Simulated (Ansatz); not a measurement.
Scan of [Br···H···BH₂], doublet

Starting geometry:

```csv
atom,x (Å),y (Å),z (Å)
Br,-0.4753,0.0000,0.0000
H,0.9453,0.0000,0.0000
B,2.8067,0.0000,0.0000
H,3.3158,0.0000,1.0770
H,3.3158,0.0000,-1.0770
```

From there atom H2 is moved from one fragment to the other while all else, the fragments' distance too, stays fixed; atoms are numbered as listed. Energies are in kJ/mol, counted from the starting geometry at the same level. Kohn–Sham curves are unrestricted where that lies lower.

Basis cc-pVDZ; Ansatz 0.2.0. Correlated methods freeze the noble-gas cores and the filled d shells of p-block atoms. Prefix R: restricted or restricted open-shell reference; prefix U: unrestricted. No spin–orbit coupling is included, and no scalar relativity.

Full CI isn't at hand for all of this; UCCSDT(Q) serves as the reference, and is uncertain by the last step of the cluster series or more.

```json
{"distance Br1-H2 (Å)": "1.321", "B2PLYP": "28.5"}
{"distance Br1-H2 (Å)": "1.421", "B2PLYP": "0.0"}
{"distance Br1-H2 (Å)": "1.519", "B2PLYP": "-10.5"}
{"distance Br1-H2 (Å)": "1.618", "B2PLYP": "-16.2"}
{"distance Br1-H2 (Å)": "1.717", "B2PLYP": "-24.5"}
{"distance Br1-H2 (Å)": "1.816", "B2PLYP": "-37.6"}
{"distance Br1-H2 (Å)": "1.914", "B2PLYP": "-52.3"}
{"distance Br1-H2 (Å)": "2.013", "B2PLYP": "-62.9"}
{"distance Br1-H2 (Å)": "2.112", "B2PLYP": "-60.6"}
```

Estimate the UCCSDT(Q) curve in cc-pVDZ from this one, knowing how B2PLYP differs from it in such a basis.

The computed UCCSDT(Q) values, in kJ/mol from the starting point, and the difference of B2PLYP against them:
```json
{"distance Br1-H2 (Å)": "1.321", "UCCSDT(Q)": "26.1", "B2PLYP less UCCSDT(Q)": "2.4"}
{"distance Br1-H2 (Å)": "1.421", "UCCSDT(Q)": "0.0", "B2PLYP less UCCSDT(Q)": "0.0"}
{"distance Br1-H2 (Å)": "1.519", "UCCSDT(Q)": "-8.0", "B2PLYP less UCCSDT(Q)": "-2.5"}
{"distance Br1-H2 (Å)": "1.618", "UCCSDT(Q)": "-11.8", "B2PLYP less UCCSDT(Q)": "-4.4"}
{"distance Br1-H2 (Å)": "1.717", "UCCSDT(Q)": "-19.4", "B2PLYP less UCCSDT(Q)": "-5.1"}
{"distance Br1-H2 (Å)": "1.816", "UCCSDT(Q)": "-33.1", "B2PLYP less UCCSDT(Q)": "-4.5"}
{"distance Br1-H2 (Å)": "1.914", "UCCSDT(Q)": "-49.6", "B2PLYP less UCCSDT(Q)": "-2.7"}
{"distance Br1-H2 (Å)": "2.013", "UCCSDT(Q)": "-62.4", "B2PLYP less UCCSDT(Q)": "-0.5"}
{"distance Br1-H2 (Å)": "2.112", "UCCSDT(Q)": "-62.1", "B2PLYP less UCCSDT(Q)": "1.5"}
```

The difference spans 7.5 kJ/mol and is largest, -5.1 kJ/mol, at 1.717 Å.

In so small a basis the reference is far from its limit. A double hybrid takes much of its correlation from a semilocal functional, which needs less basis, so its difference from the reference holds the reference's basis and frozen-core error beside its own.
